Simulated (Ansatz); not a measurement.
`CBO` and `OBF` differ in one atom or group.

Ansatz, PBE0-D4/def2-TZVP geometries, multiplicity 1. Each molecule was computed in one conformer, which needn't be the lowest.

| property | `CBO` |
| --- | --- |
| HOMO energy (PBE0/def2-TZVPP) / eV | -8.57 |
| zero-point energy (PBE0-D4/def2-TZVP) / kJ/mol | 168.2 |
| size of the dipole moment (ωB97M-V/def2-TZVPP) / D | 1.05 |
| size of the dipole moment (PBE/def2-TZVPP) / D | 0.99 |
| LUMO energy (PBE/def2-TZVPP) / eV | -0.81 |
| ideal-gas entropy at 298 K and 1 bar (rigid rotor, harmonic PBE0-D4/def2-TZVP) / J/(mol·K) | 272 |

(1) Give the same properties after the change, and the shifts. (Estimate.)

Answers

(1) Computed: 
| property | `OBF` | shift |
| --- | --- | --- |
| HOMO energy (PBE0/def2-TZVPP) / eV | -10.43 | -1.86 |
| zero-point energy (PBE0-D4/def2-TZVP) / kJ/mol | 79.7 | -88.5 |
| size of the dipole moment (ωB97M-V/def2-TZVPP) / D | 1.09 | 0.04 |
| size of the dipole moment (PBE/def2-TZVPP) / D | 1.13 | 0.14 |
| LUMO energy (PBE/def2-TZVPP) / eV | -0.65 | 0.16 |
| ideal-gas entropy at 298 K and 1 bar (rigid rotor, harmonic PBE0-D4/def2-TZVP) / J/(mol·K) | 253 | -19 |

With PBE0 the HOMO falls by 1.86 eV and the LUMO rises by 0.17 eV, so the gap widens by about 2.03 eV. PBE moves the HOMO by -1.61 eV and ωB97M-V by -1.93 eV. The zero-point energy changes by -88.5 kJ/mol with -9 modes. Dipoles are sizes alone; their direction can turn.
